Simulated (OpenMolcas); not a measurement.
**CF4 (tetrafluoromethane) at MN15/cc-pCVDZ**

What is the vertical electron affinity of CF4 (tetrafluoromethane) at MN15/cc-pCVDZ? 

The calculation is run with OpenMolcas 26.06.

### 1 The system as given

The species is CF4 (5 atoms), meant as a singlet with charge 0. SMILES: `FC(F)(F)F`. Geometry: relaxed at PBE0-D4/def2-TZVP.

Bond lengths: F1–C2 1.318 Å, C2–F3 1.318 Å, C2–F4 1.318 Å, C2–F5 1.318 Å. Angles: F1–C2–F3 109.5°, F1–C2–F4 109.5°, F1–C2–F5 109.5°, F3–C2–F4 109.5°, F3–C2–F5 109.5°, F4–C2–F5 109.5°.

### 2 A single-point energy at MN15/cc-pCVDZ

The input, input.xyz:

```xyz
5

F     -0.850100     0.025300     0.989500
C      0.010000    -0.014700    -0.008300
F      1.157500    -0.501300     0.420100
F     -0.464000    -0.786000    -0.966200
F      0.196600     1.203000    -0.476700
```

The input, job.inp:

```
&GATEWAY
BasLib=$CurrDir
Coord=input.xyz
Basis=cc-pCVDZ
Group=NoSym
&SEWARD
&SCF
KSDFT=2
1.0 HYB_MGGA_X_MN15
1.0 MGGA_C_MN15
PrOrbitals=0
```

The basis set cc-pCVDZ is read from a file made from the Basis Set Exchange's data (not shown).

The run is started by

```console
$ export MOLCAS_MEM=1860
$ pymolcas job.inp > job.log
```

The log of the run:

```text
--- Start Module: gateway ---
[...]
--- Stop Module: gateway /rc=_RC_ALL_IS_WELL_ ---
--- Start Module: seward ---
[...]
      Basis functions           90
--- Stop Module: seward /rc=_RC_ALL_IS_WELL_ ---
[...]
--- Start Module: scf ---
[...]
       Convergence after  10 Iterations
[...]
::    Total KS-DFT energy                            -437.1705054279
[...]
      Total spin, S                                     0.0000000000
[...]
      Total electronic charge=   42.000000
      Total            charge=   -0.000000
[...]
      Dipole Moment (debye):
      Origin of the operator (angstrom)=    0.0100   -0.0147   -0.0083
                   X=  2.9442E-05               Y=  4.4481E-04               Z=  2.8421E-04           Total=  5.2868E-04
      Quadrupole Moment (debye*angstrom):
[...]
--- Stop Module: scf /rc=_RC_ALL_IS_WELL_ ---
[...]
```

Run time: 9 s. Hardware: 1 thread of Arm Neoverse V1, shared host; peak memory 0.49 GiB.

### 3 The doublet anion

input.xyz is that of step 2.

The input, job.inp:

```
&GATEWAY
 BasLib = $CurrDir
 Coord = input.xyz
 Basis = cc-pCVDZ
 Group = NoSym

&SEWARD

&SCF
 UHF
 Charge = -1
 Spin = 2
 KSDFT = 2
 1.0 HYB_MGGA_X_MN15
 1.0 MGGA_C_MN15
 PrOrbitals = 0
```

The basis set cc-pCVDZ is read from a file made from the Basis Set Exchange's data (not shown).

The run is started by

```console
$ export MOLCAS_MEM=1860
$ pymolcas job.inp > job.log
```

The log of the run:

```text
--- Start Module: gateway ---
[...]
--- Stop Module: gateway /rc=_RC_ALL_IS_WELL_ ---
--- Start Module: seward ---
[...]
      Basis functions           90
--- Stop Module: seward /rc=_RC_ALL_IS_WELL_ ---
[...]
--- Start Module: scf ---
[...]
       Convergence after  16 Iterations
[...]
::    Total KS-DFT energy                            -436.8526458649
[...]
      Total spin, S                                     0.5004529191
[...]
      Total electronic charge=   43.000000
      Total            charge=   -1.000000
[...]
      Dipole Moment (debye):
      Origin of the operator (angstrom)=    0.0100   -0.0147   -0.0083
                   X= -4.1624E-05               Y= -2.2323E-03               Z=  2.3622E-03           Total=  3.2503E-03
      Center of Charge (angstrom)
[...]
--- Stop Module: scf /rc=_RC_ALL_IS_WELL_ ---
[...]
```

Run time: 17 s. Hardware: 1 thread of Arm Neoverse V1, shared host; peak memory 0.49 GiB.

### 4 Outcome

Level: MN15/cc-pCVDZ.

```
                                         quantity          value
                        singlet CF4: total energy  -437.17051 Eh
                       singlet CF4: dipole moment         0.00 D
                         singlet CF4: HOMO energy      -13.18 eV
                         singlet CF4: LUMO energy        6.36 eV
                       singlet CF4: HOMO–LUMO gap       19.54 eV
                      doublet anion: total energy  -436.85265 Eh
doublet anion: HOMO energy (highest over α and β)       10.67 eV
 doublet anion: LUMO energy (lowest over α and β)       14.43 eV
                              doublet anion: ⟨S²⟩          0.751
vertical electron affinity (to the doublet anion)      -8.649 eV
```

What this shows: This program's gradients are faulty for this kind of reference, so any forces in the log (doublet anion) can't be trusted; the energy can. The anion lies 8.65 eV (835 kJ/mol) above the neutral: the electron isn't bound at this level, and such a value depends on the basis. Without diffuse functions anions come out too high. The HOMO (doublet anion) lies at positive energy, 10.67 eV; only total energies tell whether the electron is bound.
